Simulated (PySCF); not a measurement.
Working out the ionisation energy of O

O [He] 2s2 2p4 (3P) → O⁺ [He] 2s2 2p3 (4S). All numbers are calculated (PySCF 2.14, no relativity, point nucleus, in 6-31G*). Frozen: 1s2. Energies in hartree (1 hartree = 27.21139 eV):

```tsv
part	O (lower)	O⁺ (upper)
UHF	-74.783181	-74.341075
CCSD correlation	-0.110729	-0.076074
(T)	-0.000840	-0.000540
```

Problem. What does Hartree-Fock give?

Solution. (-74.341075) − (-74.783181) = 0.442106 hartree = 12.030 eV.

Problem. What do CCSD and CCSD(T) give?

Solution. The CCSD correlation energies differ by 0.034655 hartree = 0.943 eV and the triples by 0.000300 hartree = 0.008 eV, so CCSD gives 12.973 eV and CCSD(T) 12.981 eV.

Measured between the centres of the two terms (NIST): 13.608 eV, so CCSD(T) (valence) is off by -0.627 eV.

What remains against the reference includes basis incompleteness, the frozen core and higher excitations.
